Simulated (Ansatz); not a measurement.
Compare A (`c1ccnnc1`) with its isomer B (`c1cncnc1`).

Computed with Ansatz on PBE0-D4/def2-TZVP structures; ΔE is electronic, products minus reactants. CCSD(T)/CBS is the MP2 limit (def2-TZVPP, def2-QZVPP) plus CCSD(T) − MP2 in def2-TZVPP, frozen cores. DFT in def2-TZVPP.

(1) Which isomer does CCSD(T)/CBS put lower? Give the gap. (Estimate.)

(2) Give E(B) − E(A) in kJ/mol with ωB97M-V, PBE0-D4, BLYP-D4, PBE-D4, r2SCAN-D4, MP2/def2-TZVPP, HF/def2-TZVPP. (Best estimate.)

(3) Does the order hold for the free energy at 298.15 K (harmonic terms from PBE0-D4)? (Best estimate.)

Largest T1 diagnostic: 0.014.

## Answers

(1) Computed: B, by 94.7 kJ/mol.

(2) The calculation gave: ωB97M-V -97.2, PBE0-D4 -94.6, BLYP-D4 -88.8, PBE-D4 -87.8, r2SCAN-D4 -93.5, MP2/def2-TZVPP -93.3, HF/def2-TZVPP -114.3. None reverses the order clearly.

(3) Ansatz gave: Yes: G(B) − G(A) = -92.5 kJ/mol.

From PBE to PBE0 (25 % exact exchange), in def2-TZVPP and without D4, E(B) − E(A) moves by −6.8 kJ/mol. At CCSD(T), def2-SVP lies −5.0 kJ/mol from the extrapolated value and def2-TZVPP −1.1 kJ/mol.
